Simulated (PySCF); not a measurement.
C4H5Cl.
SMILES with atom numbers: `[Cl:1][C@@H:2]1[CH:3]=[CH:4][CH2:5]1` (hydrogens: H6 on C2; H7 on C3; H8 on C4; H9, H10 on C5)

Geometry (PBE0-D3(BJ)/def2-SVP, Å), atoms numbered from 1 in this order:
```xyz
10
C4H5Cl angstrom
Cl    -0.8434   -2.7116    1.2419
C     -0.4595   -1.6470   -0.1458
C      0.8168   -0.8620   -0.0550
C      0.1897    0.3196   -0.1597
C     -1.1966   -0.2786   -0.1819
H     -0.5819   -2.2597   -1.0507
H      1.8589   -1.1770    0.0285
H      0.5424    1.3519   -0.2301
H     -1.8135   -0.0917   -1.0766
H     -1.8024   -0.0978    0.7188
```

The calculation used MP2 and CCSD/aug-cc-pVDZ in PySCF, restricted Hartree–Fock reference, frozen core, non-relativistic, gas phase, PBE0-D3(BJ)/def2-SVP geometry.

E(HF) = -613.84612 Eh.

Problem. How large is the problem?

Solution. 164 basis functions and 46 electrons; 9 orbitals frozen, which leaves o = 14 correlated occupied and v = 141 virtual orbitals. That is o·v = 1974 singles and o·v(o·v + 1)/2 = 1949325 distinct closed-shell doubles amplitudes before symmetry; the costliest CCSD step grows as o²v⁴ = 7.7 × 10^10.

Problem. What are the MP2 and CCSD correlation energies?

Solution. MP2 -0.7025 Eh and CCSD -0.7486 Eh, which gives totals of -614.54858 and -614.59475 Eh. That is 0.728 eV for each correlated electron at CCSD (1966 kJ/mol in all, 0.122 % of the total energy); MP2 gives 93.8 % of the CCSD value.

Problem. What is the T1 diagnostic?

Solution. 0.0103, below the customary warning level of 0.02. It is the norm of the spatial-orbital singles amplitudes over the root of the number of correlated electrons, so the norm is 0.055.

Problem. How does correlation change the dipole moment?

Solution. HF gives 2.51 D and CCSD (unrelaxed density) 2.21 D, a change of -0.30 D.

No triples correction and no basis-set extrapolation were made.
